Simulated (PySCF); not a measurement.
Two species compared at the same levels of theory.

First species: cyclobutyl chloride, C4H7Cl.
SMILES: `C1C(Cl)CC1`

Second species: C2H6O2S.
SMILES: `O=S(C)(C)=O`

Levels: wB97X-D/def2-SVPD for dipole moment, HOMO energy, LUMO energy, HOMO–LUMO gap, static isotropic polarisability and electronic spatial extent ⟨r²⟩ about the centre of nuclear charge; TDDFT wB97X-D/def2-SVPD for lowest singlet excitation; TDA wB97X-D/def2-SVPD for lowest triplet excitation (Tamm–Dancoff); ΔSCF wB97X-D/def2-SVPD for vertical ionisation energy; PBE0-D3(BJ)/def2-SVP for rotational constant A and rotational constant C. Geometries: PBE0-D3(BJ)/def2-SVP. All species are isolated and taken at one optimised geometry, non-relativistic unless stated. Electronic properties by PySCF.

Q: Which has the higher ⟨r²⟩?

A: The first: 572 bohr² against 457 bohr², a difference of 115 bohr².

Q: Which of the two has the higher rotational constant C, and by how much?

A: The second: 4.136 GHz against 2.207 GHz, a difference of 1.929 GHz.

Q: Which of the two has the higher HOMO energy, and by how much?

A: The first: -10.09 eV against -10.38 eV, a difference of 0.29 eV.

Q: Which of the two has the higher rotational constant A, and by how much?

A: The first: 10.159 GHz against 4.556 GHz, a difference of 5.603 GHz.

Q: Which of the two has the higher vertical ionisation energy, and by how much?

A: The second: 10.75 eV against 10.58 eV, a difference of 0.17 eV.

Q: Which of the two has the higher HOMO–LUMO gap, and by how much?

A: The first: 12.32 eV against 12.04 eV, a difference of 0.28 eV.

Q: Which of the two has the higher dipole moment, and by how much?

A: The second: 4.84 D against 2.36 D, a difference of 2.48 D.

Q: Which has the higher T1 energy?

A: The second: 7.66 eV against 6.84 eV, a difference of 0.82 eV.

On the first: The 10 singlets span 7.45 to 9.23 eV, and their oscillator strengths add up to 0.25. The polarisability is 8.95 Å³ as a volume (1 au = 0.148185 Å³), or 1.26 au for each of the 48 electrons.

On the second: The ΔSCF ionisation energy exceeds −ε(HOMO) by 0.37 eV with wB97X-D. Point group C2v permits a dipole; with 4.84 D the species has a pure rotational spectrum.

One conformer stands for the species.
